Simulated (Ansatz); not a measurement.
Mulliken charges of CHNS$_{3}$ (`N=c1sss1`) from ωB97M-V/def2-TZVPP in Ansatz (PBE0-D4/def2-TZVP geometry).

```json
{"atom": "N1", "x (Å)": "-0.316", "y (Å)": "1.403", "z (Å)": "0.593", "charge (e)": "-0.240"}
{"atom": "C2", "x (Å)": "-0.048", "y (Å)": "0.311", "z (Å)": "0.046", "charge (e)": "0.072"}
{"atom": "S3", "x (Å)": "0.031", "y (Å)": "-1.347", "z (Å)": "0.666", "charge (e)": "0.021"}
{"atom": "S4", "x (Å)": "0.547", "y (Å)": "-1.915", "z (Å)": "-1.278", "charge (e)": "-0.038"}
{"atom": "S5", "x (Å)": "0.362", "y (Å)": "0.139", "z (Å)": "-1.657", "charge (e)": "0.062"}
{"atom": "H6", "x (Å)": "-0.533", "y (Å)": "1.345", "z (Å)": "1.583", "charge (e)": "0.123"}
```

**Question.** By hand: the dipole of these point charges (1 e Å = 4.8032 D).

**Answer.** Σ q r = (0.009, -0.096, 0.016) e Å, of length 0.098 e Å = 0.47 D.

**Question.** How does the dipole of the full density compare? (An estimate is asked.)

**Answer.** Computed: (0.002, -0.267, 0.147) e Å, 1.46 D; the point charges give 0.32 times that, at 20° from its direction.

Point charges leave out the atoms' own dipoles, such as those of lone pairs, and Mulliken's split depends on the basis, so the two needn't agree.
